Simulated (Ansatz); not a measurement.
# CH₃ (doublet): wave-function methods side by side at a displaced geometry (v2), cc-pVTZ

The task here is to estimate one member of a computed series from the others.

Program: Ansatz 0.2.0, Gaussian basis. Level of theory: cc-pVTZ, core rule «outside noble gas», up to 1 orbitals frozen. These are calculated values, not measurements.

The runs, in order: UHF; CCSD(T) on ROHF; CCSD(T) on UHF; BCCD(T) on ROHF; CCSDT(Q) on ROHF; CCSDT(Q) on UHF; CASSCF and MRCISD+Q, 7 electrons in 7 orbitals; CASSCF and NEVPT2, 7 electrons in 7 orbitals.

21 further runs of the same task are left out: 8 that didn't finish, 13 set aside as unsound or not needed. Runs told in other sessions of the task aren't counted.

## The system

The geometry is a PBE0/def2-TZVP stationary point (not a proven minimum) with its atoms shifted at random (size 0.100 Å).

4 atoms, charge 0, spin multiplicity 2.

Atoms are counted from 1 here; the program's logs count them from 0.

Bond lengths: C1–H2 0.915 Å, C1–H3 1.108 Å, C1–H4 1.153 Å. Angles: H2–C1–H3 123.9°, H2–C1–H4 118.9°, H3–C1–H4 117.1°.

The first run:

in.yaml

```yaml
crystal:
  periodic: [false, false, false]
  atoms:
    - {symbol: C, position_ang: [0.017315, 0.006369, -0.002456]}
    - {symbol: H, position_ang: [0.932372, 0.028768, 0.008817]}
    - {symbol: H, position_ang: [-0.623052, 0.910550, -0.001777]}
    - {symbol: H, position_ang: [-0.515648, -1.015207, 0.022227]}
basis:
  gaussian: {orbitals: cc-pVTZ}
magnetization: {spin_polarized: true, initial_magnetization: 1}
hamiltonian: {xc: hf}
output: {orbitals: {seedname: orbitals}}
```

Launch:

```
$ ansatz run in.yaml --threads 1 --pin off --events-out ev --progress --plain --max-ram 2393MiB
```

Steps of the session up to this table: UHF; CCSD(T) on ROHF; CCSD(T) on UHF; BCCD(T) on ROHF; CCSDT(Q) on ROHF; CCSDT(Q) on UHF; CASSCF and MRCISD+Q, 7 electrons in 7 orbitals; CASSCF and NEVPT2, 7 electrons in 7 orbitals.

One of the session's tables, all rows but one given; the rest of the session is left out.

```
          method  from UCCSDT(Q) (kcal/mol)
            ROHF                    +118.18
             UHF                    +115.37
            RMP2                     +15.98
            UMP2                     +16.23
           RCCSD                      +3.34
           UCCSD                      +3.28
        RCCSD(T)                      +0.37
        UCCSD(T)                      +0.36
         BCCD(T)                      +0.37
          RCCSDT                      +0.09
          UCCSDT                      +0.07
       RCCSDT(Q)                      +0.02
       UCCSDT(Q)                          0
  CASSCF valence                     +81.67
  NEVPT2 valence                     +17.47
  MRCISD valence                      +3.68
MRCISD+Q valence                          ?
```

Estimate the missing values for MRCISD+Q valence.

**Answer.** from UCCSDT(Q) (kcal/mol): +0.43. In the column «from UCCSDT(Q) (kcal/mol)» it lies between BCCD(T) (+0.37) and UCCSD (+3.28).

Limits of these values: Restricted and unrestricted rows rest on different reference determinants; a gap between their highest levels can come from leftover correlation error, from unlike frozen cores or from another state.
